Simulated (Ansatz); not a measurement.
# PH⁻, doublet: vertical spin and charge gaps

Geometry (PBE0/def2-TZVPD stationary point for this spin):

```xyz
2

P     0.0000    0.0000    0.0000
H     0.0000    0.0000    1.4426
```

Basis aug-cc-pVTZ; Ansatz 0.2.0. Correlated methods freeze the noble-gas cores. Prefix R: restricted or restricted open-shell reference; prefix U: unrestricted. Active spaces: valence = (7e, 5o) chosen from the atoms' valence shells.

Gaps are energies of the second state less the first, at fixed atoms, for a selection of the levels run; each method lands on the state that its own search finds for that charge and spin.

The highest occupied Kohn–Sham level of the anion is positive, up to +0.88 eV, so in those functionals the extra electron is held by the basis alone, which enters their differences from the reference.

Q: PBE gives 1.061 eV for removing an electron, to the triplet. Estimate what UCCSDT(Q) gives in aug-cc-pVTZ.

A: UCCSDT(Q) in aug-cc-pVTZ gives 0.927 eV, so against it PBE is off by 0.134 eV, of which a good part can be the reference's own basis and frozen-core error.

```
                 level  gap (eV)  error (meV)
                  UMP2     0.866          -61
                 UCCSD     0.833          -94
              RCCSD(T)     0.918           -9
                RCCSDT     0.921           -6
             RCCSDT(Q)     0.928            1
CASSCF (valence space)    -0.200        -1127
NEVPT2 (valence space)     0.531         -396
                r2SCAN     0.988           61
                  PBE0     0.969           42
                 B3LYP     1.107          180
```

Wrong sign: CASSCF (valence space).

Full CI isn't at hand for all of this; UCCSDT(Q) serves as the reference, and is uncertain by the last step of the cluster series or more. The frozen core follows each run's orbitals, which can shift R against U totals by a few meV.
